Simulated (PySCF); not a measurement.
2,2-dichloroethanol, C2H4Cl2O.
Atom-mapped SMILES: `[OH:1][CH2:2][CH:3]([Cl:4])[Cl:5]` (hydrogens: H6 on O1; H7, H8 on C2; H9 on C3)

A PySCF run (density fitting, gas phase, GFN2-xTB geometry) gave HOMO -9.36 eV, LUMO 1.30 eV, dipole 0.77 D.

Problem. Which of these levels was it?
A. B97-2/pcSseg-1
B. PBE0/pcSseg-1
C. CAM-B3LYP/3-21G
D. BLYP/def2-TZVPP

Solution. C. It is CAM-B3LYP/3-21G. All candidates on this geometry:

```tsv
level and settings	kind	basis functions	SCF cycles	E (Eh)	HOMO (eV)	LUMO (eV)	dipole (D)
BLYP/def2-TZVPP	GGA	233	15	-1074.2687	-6.71	-1.10	0.34
B97-2/pcSseg-1	global hybrid	119	13	-1074.1939	-8.18	-0.18	0.47
PBE0/pcSseg-1	global hybrid	119	13	-1073.7036	-8.45	-0.10	0.45
CAM-B3LYP/3-21G, grid level 4, start guess vsap	range-separated hybrid	61	10	-1068.8814	-9.36	1.30	0.77
```

The nearest other candidate, by the summed differences of HOMO and LUMO, is PBE0/pcSseg-1: its HOMO differs by +0.91 eV and its LUMO by -1.40 eV. Cycle counts include a coarse-grid stage where the run had one.

Conformer computed: `[OH:1][CH2:2][CH:3]([Cl:4])[Cl:5]`: O1–C2–C3–Cl4 175°, H–O1–C2–C3 60°.
